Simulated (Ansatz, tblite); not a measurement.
# BH2Et (C₂H₇B): rung by rung, part 2 of 2

Aim: run the singlet of BH2Et (C₂H₇B) at one geometry on many levels, and compare frontier levels, spin and run time.

Ansatz 0.2.0, Gaussian basis; as each input shows. The steps go on from the part before.

## (17) PBE-D4/def2-SVP

Input file in.yaml:

```yaml
crystal:
  periodic: [false, false, false]
  atoms:
    - {symbol: B, position_ang: [0.599331, 1.123533, 0.538729]}
    - {symbol: H, position_ang: [1.804406, 1.132859, 0.506281]}
    - {symbol: H, position_ang: [0.014632, 2.161770, 0.355638]}
    - {symbol: C, position_ang: [-0.180237, -0.216307, 0.666867]}
    - {symbol: C, position_ang: [-0.321964, -0.679880, -0.814665]}
    - {symbol: H, position_ang: [-1.187476, -0.109023, 1.096789]}
    - {symbol: H, position_ang: [0.358182, -0.996433, 1.226010]}
    - {symbol: H, position_ang: [-0.870989, -1.631150, -0.864372]}
    - {symbol: H, position_ang: [-0.873966, 0.052650, -1.422305]}
    - {symbol: H, position_ang: [0.658080, -0.838019, -1.288962]}
basis:
  gaussian: {orbitals: def2-SVP, initial_orbitals: start.molden}
hamiltonian: {xc: pbe, dispersion: d4}
scf: {omitted_lower_state_checks: [starts]}
output: {orbitals: {seedname: orbitals}}
```

Run with:

```console
$ ansatz run in.yaml --threads 4 --pin off --events-out ev --progress --plain --max-ram 3916MiB
```

Output:

```text
Functional definition: PBE
  name "PBE"
  cite "Perdew, Burke & Ernzerhof, Phys. Rev. Lett. 77, 3865 (1996) doi:10.1103/PhysRevLett.77.3865"
  parent pbe
  parameter kappa = 0.804
  parameter beta = 0.06672455060314922
  exchange = pbe_x(kappa = kappa, mu = beta*pi^2/3)
  correlation = pbe_c(beta = beta)
these checks for a lower state are left out or cut short: starts
876 factors; their error is unknown
mean field evaluation 1: about -2856.9869 eV, gradient 5.5e0 eV
mean field evaluation 2: about -2857.0762 eV, gradient 6.6e-2 eV
mean field evaluation 4: about -2857.0450 eV, gradient 8.7e-5 eV
mean field -2857.04499573 eV, -104.9944670184 hartree, gradient 8.9e-5 eV, S^2 0.000000; 0 other end points of the search recorded, 0 dependent functions left out
reference -2857.04502875 eV, -104.9944682318 hartree; 12, 12 occupied and 65, 65 virtual orbitals, 876 factors
Total energy: -2857.17303693 eV, -104.9991724459 hartree
Checks for a lower state left out: starts
```

It took 0.4 s on 4 threads of Arm Neoverse V2, shared host.

Report: HOMO -7.35 eV, LUMO -2.15 eV.

## (18) PBE0-D4/def2-SVP

Edit in.yaml of step 17 so:

```diff
@@ -15,3 +15,3 @@
   gaussian: {orbitals: def2-SVP, initial_orbitals: start.molden}
-hamiltonian: {xc: pbe, dispersion: d4}
+hamiltonian: {xc: pbe0, dispersion: d4}
 scf: {omitted_lower_state_checks: [starts]}
```

Launched as before.

Output:

```text
Functional definition: PBE0
  name "PBE0"
  cite "Adamo & Barone, J. Chem. Phys. 110, 6158 (1999) doi:10.1063/1.478522"
  cite "Perdew, Burke & Ernzerhof, Phys. Rev. Lett. 77, 3865 (1996) doi:10.1103/PhysRevLett.77.3865"
  parent pbe
  parameter a = 0.25
  parameter kappa = 0.804
  parameter beta = 0.06672455060314922
  exchange = (1 - a)*pbe_x(kappa = kappa, mu = beta*pi^2/3) + a*exact_x
  correlation = pbe_c(beta = beta)
these checks for a lower state are left out or cut short: starts
876 factors; their error is unknown
mean field evaluation 1: about -2857.8843 eV, gradient 4.3e0 eV
mean field evaluation 2: about -2857.9381 eV, gradient 4.3e-2 eV
mean field evaluation 4: about -2857.9260 eV, gradient 6.2e-5 eV
mean field -2857.92597688 eV, -105.0268424784 hartree, gradient 6.3e-5 eV, S^2 0.000000; 0 other end points of the search recorded, 0 dependent functions left out
reference -2857.92600261 eV, -105.0268434240 hartree; 12, 12 occupied and 65, 65 virtual orbitals, 876 factors
Total energy: -2858.03167590 eV, -105.0307268459 hartree
Checks for a lower state left out: starts
```

Run time: 0.45 s. Hardware: 4 threads of Arm Neoverse V2, shared host.

Report: HOMO -8.77 eV, LUMO -1.12 eV.

## (19) HF/STO-3G

Edit in.yaml of step 18 so:

```diff
@@ -14,4 +14,4 @@
 basis:
-  gaussian: {orbitals: def2-SVP, initial_orbitals: start.molden}
-hamiltonian: {xc: pbe0, dispersion: d4}
+  gaussian: {orbitals: STO-3G}
+hamiltonian: {xc: hf}
 scf: {omitted_lower_state_checks: [starts]}
```

The command is unchanged.

Output:

```text
Functional definition: HF
  name "HF"
  cite "Fock, Z. Phys. 61, 126 (1930) doi:10.1007/BF01340294"
  parent pbe
  exchange = exact_x
  correlation = 0
these checks for a lower state are left out or cut short: starts
300 factors; integrals over basis functions are off by at most 8.7e-5 eV
mean field evaluation 1: about -2808.2976 eV, gradient 1.4e1 eV
mean field evaluation 2: about -2808.4297 eV, gradient 1.4e1 eV
mean field evaluation 4: about -2809.2947 eV, gradient 4.6e-1 eV
mean field evaluation 8: about -2809.2950 eV, gradient 8.2e-6 eV
mean field -2809.29496560 eV, -103.2396857772 hartree, gradient 3.2e-5 eV, S^2 0.000000; 0 other end points of the search recorded, 0 dependent functions left out
reference -2809.29496560 eV, -103.2396857772 hartree; 12, 12 occupied and 10, 10 virtual orbitals, 300 factors
Total energy: -2809.29496560 eV, -103.2396857772 hartree
Checks for a lower state left out: starts
```

It took 0.1 s on 4 threads of Arm Neoverse V2, shared host.

HOMO -10.99 eV, LUMO 7.02 eV.

## (20) HF/6-31G

Edit in.yaml of step 19 so:

```diff
@@ -14,3 +14,3 @@
 basis:
-  gaussian: {orbitals: STO-3G}
+  gaussian: {orbitals: 6-31G}
 hamiltonian: {xc: hf}
```

Launched as before.

Output:

```text
Functional definition: HF
  name "HF"
  cite "Fock, Z. Phys. 61, 126 (1930) doi:10.1007/BF01340294"
  parent pbe
  exchange = exact_x
  correlation = 0
these checks for a lower state are left out or cut short: starts
604 factors; integrals over basis functions are off by at most 2.5e-4 eV
mean field evaluation 1: about -2840.3203 eV, gradient 2.1e1 eV
mean field evaluation 2: about -2840.3130 eV, gradient 2.0e1 eV
mean field evaluation 4: about -2841.6213 eV, gradient 2.2e0 eV
mean field evaluation 8: about -2841.6362 eV, gradient 4.0e-4 eV
mean field -2841.63621145 eV, -104.4282046406 hartree, gradient 9.5e-6 eV, S^2 0.000000; 0 other end points of the search recorded, 0 dependent functions left out
reference -2841.63621145 eV, -104.4282046406 hartree; 12, 12 occupied and 29, 29 virtual orbitals, 604 factors
Total energy: -2841.63621145 eV, -104.4282046406 hartree
Checks for a lower state left out: starts
```

It took 0.1 s on 4 threads of Arm Neoverse V2, shared host.

From the report: HOMO -12.08 eV, LUMO 3.03 eV.

## (21) B3LYP-D4/6-31G

Edit in.yaml of step 20 so:

```diff
@@ -15,3 +15,3 @@
   gaussian: {orbitals: 6-31G}
-hamiltonian: {xc: hf}
+hamiltonian: {xc: {name: B3LYP}, dispersion: d4}
 scf: {omitted_lower_state_checks: [starts]}
```

Launched as before.

Output, shortened:

```text
Functional definition: B3LYP
  name "B3LYP"
  cite "Stephens, Devlin, Chabalowski & Frisch, J. Phys. Chem. 98, 11623 (1994) doi:10.1021/j100096a001"
  cite "Becke, Phys. Rev. A 38, 3098 (1988) doi:10.1103/PhysRevA.38.3098"
  cite "Lee, Yang & Parr, Phys. Rev. B 37, 785 (1988) doi:10.1103/PhysRevB.37.785"
  cite "Vosko, Wilk & Nusair, Can. J. Phys. 58, 1200 (1980) doi:10.1139/p80-159"
[...]
604 factors; integrals over basis functions are off by at most 2.5e-4 eV
[...]
mean field -2863.49130700 eV, -105.2313645882 hartree, gradient 1.8e-5 eV, S^2 0.000000; 0 other end points of the search recorded, 0 dependent functions left out
reference -2863.49149733 eV, -105.2313715827 hartree; 12, 12 occupied and 29, 29 virtual orbitals, 604 factors
Total energy: -2863.69628133 eV, -105.2388972557 hartree
Checks for a lower state left out: starts
```

Wall time 0.35 s (4 threads of Arm Neoverse V2, shared host).

HOMO -8.41 eV, LUMO -1.05 eV.

## (22) PBE0-D4/def2-TZVPD

Edit in.yaml of step 21 so:

```diff
@@ -14,4 +14,4 @@
 basis:
-  gaussian: {orbitals: 6-31G}
-hamiltonian: {xc: {name: B3LYP}, dispersion: d4}
+  gaussian: {orbitals: def2-TZVPD, initial_orbitals: start.molden}
+hamiltonian: {xc: pbe0, dispersion: d4}
 scf: {omitted_lower_state_checks: [starts]}
```

Same command.

Output:

```text
Functional definition: PBE0
  name "PBE0"
  cite "Adamo & Barone, J. Chem. Phys. 110, 6158 (1999) doi:10.1063/1.478522"
  cite "Perdew, Burke & Ernzerhof, Phys. Rev. Lett. 77, 3865 (1996) doi:10.1103/PhysRevLett.77.3865"
  parent pbe
  parameter a = 0.25
  parameter kappa = 0.804
  parameter beta = 0.06672455060314922
  exchange = (1 - a)*pbe_x(kappa = kappa, mu = beta*pi^2/3) + a*exact_x
  correlation = pbe_c(beta = beta)
these checks for a lower state are left out or cut short: starts
870 factors; their error is unknown
mean field evaluation 1: about -2861.0115 eV, gradient 2.5e0 eV
mean field evaluation 2: about -2861.0186 eV, gradient 9.4e-3 eV
mean field evaluation 4: about -2860.9961 eV, gradient 2.1e-4 eV
mean field -2860.99614445 eV, -105.1396690557 hartree, gradient 1.2e-5 eV, S^2 0.000000; 0 other end points of the search recorded, 0 dependent functions left out
reference -2860.99618150 eV, -105.1396704173 hartree; 12, 12 occupied and 162, 162 virtual orbitals, 870 factors
Total energy: -2861.10185479 eV, -105.1435538392 hartree
Checks for a lower state left out: starts
```

Run time: 1.2 s. Hardware: 4 threads of Arm Neoverse V2, shared host.

Report: HOMO -8.79 eV, LUMO -1.26 eV.

## (23) PBE-D4/def2-TZVPD

Edit in.yaml of step 22 so:

```diff
@@ -15,3 +15,3 @@
   gaussian: {orbitals: def2-TZVPD, initial_orbitals: start.molden}
-hamiltonian: {xc: pbe0, dispersion: d4}
+hamiltonian: {xc: pbe, dispersion: d4}
 scf: {omitted_lower_state_checks: [starts]}
```

Launched as before.

Output:

```text
Functional definition: PBE
  name "PBE"
  cite "Perdew, Burke & Ernzerhof, Phys. Rev. Lett. 77, 3865 (1996) doi:10.1103/PhysRevLett.77.3865"
  parent pbe
  parameter kappa = 0.804
  parameter beta = 0.06672455060314922
  exchange = pbe_x(kappa = kappa, mu = beta*pi^2/3)
  correlation = pbe_c(beta = beta)
these checks for a lower state are left out or cut short: starts
870 factors; their error is unknown
mean field evaluation 1: about -2860.2079 eV, gradient 7.1e0 eV
mean field evaluation 2: about -2860.2703 eV, gradient 6.6e-2 eV
mean field evaluation 4: about -2860.2341 eV, gradient 3.6e-4 eV
mean field -2860.23406797 eV, -105.1116632617 hartree, gradient 7.3e-6 eV, S^2 0.000000; 0 other end points of the search recorded, 0 dependent functions left out
reference -2860.23411888 eV, -105.1116651326 hartree; 12, 12 occupied and 162, 162 virtual orbitals, 870 factors
Total energy: -2860.36212707 eV, -105.1163693467 hartree
Checks for a lower state left out: starts
```

Wall time 1.1 s (4 threads of Arm Neoverse V2, shared host).

Report: HOMO -7.42 eV, LUMO -2.28 eV.

## (24) r2SCAN-D4/def2-TZVPD

Edit in.yaml of step 23 so:

```diff
@@ -15,3 +15,3 @@
   gaussian: {orbitals: def2-TZVPD, initial_orbitals: start.molden}
-hamiltonian: {xc: pbe, dispersion: d4}
+hamiltonian: {xc: r2scan, dispersion: d4}
 scf: {omitted_lower_state_checks: [starts]}
```

Same command.

Output:

```text
Functional definition: r2SCAN
  name "r2SCAN"
  cite "Furness, Kaplan, Ning, Perdew & Sun, J. Phys. Chem. Lett. 11, 8208 (2020) doi:10.1021/acs.jpclett.0c02405"
  cite "Furness, Kaplan, Ning, Perdew & Sun, J. Phys. Chem. Lett. 11, 9248 (2020) doi:10.1021/acs.jpclett.0c03077"
  parent r2scan
  parameter k0 = 0.174
  parameter k1 = 0.065
  parameter a1 = 4.9479
  exchange = r2scan_x(k0 = k0, k1 = k1, a1 = a1)
  correlation = r2scan_c
these checks for a lower state are left out or cut short: starts
870 factors; their error is unknown
mean field evaluation 1: about -2862.8220 eV, gradient 4.3e0 eV
mean field evaluation 2: about -2862.8503 eV, gradient 2.7e-2 eV
mean field evaluation 4: about -2862.8179 eV, gradient 3.1e-4 eV
mean field -2862.81791545 eV, -105.2066179051 hartree, gradient 1.1e-5 eV, S^2 0.000000; 0 other end points of the search recorded, 0 dependent functions left out
reference -2862.81793051 eV, -105.2066184584 hartree; 12, 12 occupied and 162, 162 virtual orbitals, 870 factors
Total energy: -2862.84915500 eV, -105.2077659375 hartree
Checks for a lower state left out: starts
```

Run time: 1.9 s. Hardware: 4 threads of Arm Neoverse V2, shared host.

HOMO -7.69 eV, LUMO -1.83 eV.

## (25) CCSD(T)/def2-TZVPP

Edit in.yaml of step 24 so:

```diff
@@ -14,4 +14,4 @@
 basis:
-  gaussian: {orbitals: def2-TZVPD, initial_orbitals: start.molden}
-hamiltonian: {xc: r2scan, dispersion: d4}
+  gaussian: {orbitals: def2-TZVPP, initial_orbitals: start.molden}
+correlation: {method: ccsd_t}
 scf: {omitted_lower_state_checks: [starts]}
```

The command is unchanged.

Output, shortened:

```text
Functional definition: HF
  name "HF"
  cite "Fock, Z. Phys. 61, 126 (1930) doi:10.1007/BF01340294"
  parent pbe
[...]
1092 factors; integrals over basis functions are off by at most 1.1e-3 eV
[...]
mean field -2843.87189845 eV, -104.5103646225 hartree, gradient 1.9e-6 eV, S^2 0.000000; 0 other end points of the search recorded, 0 dependent functions left out
3 core orbitals not correlated: weight in the atoms' cores, before any rotation towards them, 1.000 or more for the frozen orbitals, at most 0.000 for the correlated occupied ones
reference -2843.87189845 eV, -104.5103646225 hartree; 9, 9 occupied and 179, 179 virtual orbitals, 1092 factors
second order -12.57052817 eV of doubles, -0.00000000 eV of singles
cycle   1  -13.33512238 eV  change   -7.6e-1 eV  update   7.0e-2
[...]
cycle   9  -13.72204865 eV  change    2.2e-6 eV  update   1.9e-5
perturbative correction -0.48225155 eV, -0.0177224175 hartree
Total energy: -2858.07619865 eV, -105.0323630268 hartree
Checks for a lower state left out: starts
```

It took 20 s on 4 threads of Arm Neoverse V2, shared host; peak memory 2.2 GiB.

From the report: Hartree-Fock HOMO -12.14 eV, LUMO 2.16 eV; T1 0.009.

## (26) MP2/def2-TZVP

Edit in.yaml of step 25 so:

```diff
@@ -14,4 +14,4 @@
 basis:
-  gaussian: {orbitals: def2-TZVPP, initial_orbitals: start.molden}
-correlation: {method: ccsd_t}
+  gaussian: {orbitals: def2-TZVP, initial_orbitals: start.molden}
+correlation: {method: mp2}
 scf: {omitted_lower_state_checks: [starts]}
```

Same command.

Output:

```text
Functional definition: HF
  name "HF"
  cite "Fock, Z. Phys. 61, 126 (1930) doi:10.1007/BF01340294"
  parent pbe
  exchange = exact_x
  correlation = 0
these checks for a lower state are left out or cut short: starts
937 factors; integrals over basis functions are off by at most 1.2e-3 eV
mean field evaluation 1: about -2843.4387 eV, gradient 1.7e1 eV
mean field evaluation 2: about -2843.8201 eV, gradient 3.6e-1 eV
mean field evaluation 4: about -2843.8194 eV, gradient 9.8e-4 eV
mean field -2843.81938142 eV, -104.5084346572 hartree, gradient 9.2e-7 eV, S^2 0.000000; 0 other end points of the search recorded, 0 dependent functions left out
3 core orbitals not correlated: weight in the atoms' cores, before any rotation towards them, 1.000 or more for the frozen orbitals, at most 0.000 for the correlated occupied ones
reference -2843.81938142 eV, -104.5084346572 hartree; 9, 9 occupied and 123, 123 virtual orbitals, 937 factors
second order -12.07150895 eV of doubles, -0.00000000 eV of singles
Total energy: -2855.89089037 eV, -104.9520544287 hartree
Checks for a lower state left out: starts
```

Wall time 0.55 s (4 threads of Arm Neoverse V2, shared host).

Hartree-Fock HOMO -12.15 eV, LUMO 2.16 eV.

## (27) RPA/def2-TZVP

Edit in.yaml of step 26 so:

```diff
@@ -15,4 +15,4 @@
   gaussian: {orbitals: def2-TZVP, initial_orbitals: start.molden}
-correlation: {method: mp2}
+hamiltonian: {xc: pbe}
+correlation: {method: rpa}
 scf: {omitted_lower_state_checks: [starts]}
-output: {orbitals: {seedname: orbitals}}
```

Launched as before.

Output:

```text
Functional definition: PBE
  name "PBE"
  cite "Perdew, Burke & Ernzerhof, Phys. Rev. Lett. 77, 3865 (1996) doi:10.1103/PhysRevLett.77.3865"
  parent pbe
  parameter kappa = 0.804
  parameter beta = 0.06672455060314922
  exchange = pbe_x(kappa = kappa, mu = beta*pi^2/3)
  correlation = pbe_c(beta = beta)
these checks for a lower state are left out or cut short: starts
937 factors; integrals over basis functions are off by at most 1.2e-3 eV
mean field evaluation 1: about -2860.1744 eV, gradient 6.4e0 eV
mean field evaluation 2: about -2860.2285 eV, gradient 5.4e-2 eV
mean field evaluation 4: about -2860.2250 eV, gradient 5.4e-5 eV
mean field -2860.22496052 eV, -105.1113285690 hartree, gradient 2.6e-6 eV, S^2 0.000000; 0 other end points of the search recorded, 0 dependent functions left out
3 core orbitals not correlated: weight in the atoms' cores, before any rotation towards them, 1.000 or more for the frozen orbitals, at most 0.000 for the correlated occupied ones
reference -2843.10260960 eV, -104.4820937785 hartree; 9, 9 occupied and 123, 123 virtual orbitals, 937 factors
Total energy: -2864.56869112 eV, -105.2709577241 hartree
Checks for a lower state left out: starts
```

Wall time 1.4 s (4 threads of Arm Neoverse V2, shared host).

## (28) CCSD(T)/def2-TZVPD

Edit in.yaml of step 27 so:

```diff
@@ -14,5 +14,5 @@
 basis:
-  gaussian: {orbitals: def2-TZVP, initial_orbitals: start.molden}
-hamiltonian: {xc: pbe}
-correlation: {method: rpa}
+  gaussian: {orbitals: def2-TZVPD, initial_orbitals: start.molden}
+correlation: {method: ccsd_t}
 scf: {omitted_lower_state_checks: [starts]}
+output: {orbitals: {seedname: orbitals}}
```

The command is unchanged.

Output, shortened:

```text
Functional definition: HF
  name "HF"
  cite "Fock, Z. Phys. 61, 126 (1930) doi:10.1007/BF01340294"
  parent pbe
[...]
1231 factors; integrals over basis functions are off by at most 1.1e-3 eV
[...]
mean field -2843.82460769 eV, -104.5086267191 hartree, gradient 7.8e-7 eV, S^2 0.000000; 0 other end points of the search recorded, 0 dependent functions left out
3 core orbitals not correlated: weight in the atoms' cores, before any rotation towards them, 1.000 or more for the frozen orbitals, at most 0.000 for the correlated occupied ones
reference -2843.82460769 eV, -104.5086267191 hartree; 9, 9 occupied and 162, 162 virtual orbitals, 1231 factors
second order -12.14900136 eV of doubles, -0.00000000 eV of singles
cycle   1  -12.98166644 eV  change   -8.3e-1 eV  update   7.2e-2
[...]
cycle   9  -13.38003124 eV  change    9.2e-6 eV  update   2.0e-5
perturbative correction -0.46838661 eV, -0.0172128903 hartree
Total energy: -2857.67302553 eV, -105.0175466880 hartree
Checks for a lower state left out: starts
```

Run time: 15 s. Hardware: 4 threads of Arm Neoverse V2, shared host; peak memory 1.7 GiB.

Hartree-Fock HOMO -12.15 eV, LUMO 1.46 eV; T1 0.010.

## (29) Levels side by side

```tsv
level	functions	HOMO (eV)	LUMO (eV)	gap (eV)	time
HF/STO-3G	22	-10.99	7.02	18.01	0.1 s
HF/6-31G	41	-12.08	3.03	15.11	0.1 s
LDA/def2-TZVP	135	-7.44	-2.55	4.89	0.45 s
PBE-D4/def2-SVP	77	-7.35	-2.15	5.20	0.4 s
PBE-D4/def2-TZVP	135	-7.41	-2.26	5.16	0.85 s
PBE-D4/def2-TZVPD	174	-7.42	-2.28	5.14	1.1 s
BLYP-D4/def2-TZVP	135	-7.33	-2.12	5.21	0.75 s
r2SCAN-D4/def2-TZVP	135	-7.69	-1.83	5.87	1.4 s
r2SCAN-D4/def2-TZVPD	174	-7.69	-1.83	5.86	1.9 s
B97M-V/def2-TZVP	135	-7.83	-1.99	5.84	3.3 s
B3LYP-D4/6-31G	41	-8.41	-1.05	7.37	0.35 s
PBE0-D4/def2-SVP	77	-8.77	-1.12	7.65	0.45 s
PBE0-D4/def2-TZVP	135	-8.78	-1.23	7.55	0.9 s
PBE0-D4/def2-TZVPD	174	-8.79	-1.26	7.53	1.2 s
r2SCAN0-D4/def2-TZVP	135	-8.96	-0.97	7.99	1.6 s
HSE06-D4/def2-TZVP	135	-8.38	-1.61	6.76	0.95 s
BHLYP-D4/def2-TZVP	135	-10.11	-0.21	9.90	0.9 s
LC-ωPBE(0.10)/def2-TZVP	135	-8.90	-0.84	8.07	1.1 s
LC-ωPBE(0.15)/def2-TZVP	135	-9.55	-0.29	9.26	0.85 s
LC-ωPBE(0.20)/def2-TZVP	135	-10.11	0.15	10.26	0.85 s
LC-ωPBE(0.30)/def2-TZVP	135	-10.99	0.74	11.73	0.9 s
```

The pieces so far (eV):

```tsv
basis	HF	MP2 correlation	CCSD correlation	(T)	total
def2-TZVPP	-2843.8719	-12.5705	-13.7220	-0.4823	-2858.0762
def2-TZVP	-2843.8194	-12.0715			-2855.8909 (MP2)
def2-TZVPD	-2843.8246	-12.1490	-13.3800	-0.4684	-2857.6730
```

## (30) Binding energy

Free atoms were run apart at each level; binding is atoms less cluster, divided by the number of atoms, without zero-point or spin-orbit terms.

Differences are taken before rounding.

```tsv
method	binding an atom (eV)	from CCSD(T)/def2-TZVPP (eV)	time
HF/STO-3G	3.885	+0.147	0.1 s
HF/6-31G	2.899	-0.839	0.1 s
HF/def2-TZVP	2.973	-0.765	
HF/def2-TZVPD	2.973	-0.765	
HF/def2-TZVPP	2.978	-0.760	
LDA/def2-TZVP	4.259	+0.521	0.45 s
PBE-D4/def2-SVP	3.877	+0.139	0.4 s
PBE-D4/def2-TZVP	3.855	+0.117	0.85 s
PBE-D4/def2-TZVPD	3.855	+0.117	1.1 s
BLYP-D4/def2-TZVP	3.795	+0.057	0.75 s
r2SCAN-D4/def2-TZVP	3.824	+0.086	1.4 s
r2SCAN-D4/def2-TZVPD	3.824	+0.086	1.9 s
B97M-V/def2-TZVP	3.820	+0.082	3.3 s
B3LYP-D4/6-31G	3.801	+0.063	0.35 s
PBE0-D4/def2-SVP	3.859	+0.121	0.45 s
PBE0-D4/def2-TZVP	3.829	+0.091	0.9 s
PBE0-D4/def2-TZVPD	3.829	+0.091	1.2 s
r2SCAN0-D4/def2-TZVP	3.801	+0.063	1.6 s
HSE06-D4/def2-TZVP	3.831	+0.093	0.95 s
BHLYP-D4/def2-TZVP	3.765	+0.027	0.9 s
MP2/def2-TZVP	3.702	-0.036	0.55 s
MP2/def2-TZVPD	3.708	-0.030	
CCSD/def2-TZVPD	3.664	-0.074	
CCSD/def2-TZVPP	3.705	-0.034	
CCSD(T)/def2-TZVPD	3.696	-0.042	15 s
CCSD(T)/def2-TZVPP	3.738	0	20 s
```

Among the levels timed on like hardware and quicker than the yardstick, those that no quicker one beats, quickest first: HF/STO-3G (0.1 s, +0.147 eV); B3LYP-D4/6-31G (0.35 s, +0.063 eV); MP2/def2-TZVP (0.55 s, -0.036 eV); BHLYP-D4/def2-TZVP (0.9 s, +0.027 eV).

## (31) Outcome

What follows sums up all 2 parts.

```
                                                 quantity                              value
gap in def2-TZVP, named functionals, smallest and largest  4.89 eV (LDA), 9.90 eV (BHLYP-D4)
                                  gap over the ω (1/bohr)    8.07 eV at 0.1, 11.73 eV at 0.3
                   correlation energy, CCSD(T)/def2-TZVPP                          -14.20 eV
                        correlation energy, MP2/def2-TZVP                          -12.07 eV
                   correlation energy, CCSD(T)/def2-TZVPD                          -13.85 eV
                      binding an atom, CCSD(T)/def2-TZVPP                           3.738 eV
          PBE0 total energy, smallest basis above largest     3.07 eV (def2-SVP, def2-TZVPD)
```

Orbital gaps of the named functionals in def2-TZVP span 4.89 eV (LDA) to 9.90 eV (BHLYP-D4); exact exchange widens it. Raising the ω (1/bohr) from 0.1 to 0.3 moves the HOMO by -2.09 eV and the LUMO by +1.58 eV. A small miss in a minimal or small basis is a cancelling of errors, not accuracy. The functionals in def2-TZVP miss CCSD(T)/def2-TZVPP by +0.027 (BHLYP-D4) to +0.521 eV (LDA) an atom. The reference is CCSD(T) in one finite basis, so it carries an error of its own, often a tenth of an eV or more, and near misses can't be ranked.

For cost: BHLYP-D4/def2-TZVP gets within 0.027 eV in 0.9 s, where CCSD(T)/def2-TZVPP took 20 s; the quickest level in the cost chart, HF/STO-3G, takes 0.1 s and misses by 0.147 eV. The slowest run with a step of its own, CCSD(T)/def2-TZVPP, took 20 s; the quickest functional in def2-TZVP took 0.45 s (shared host).
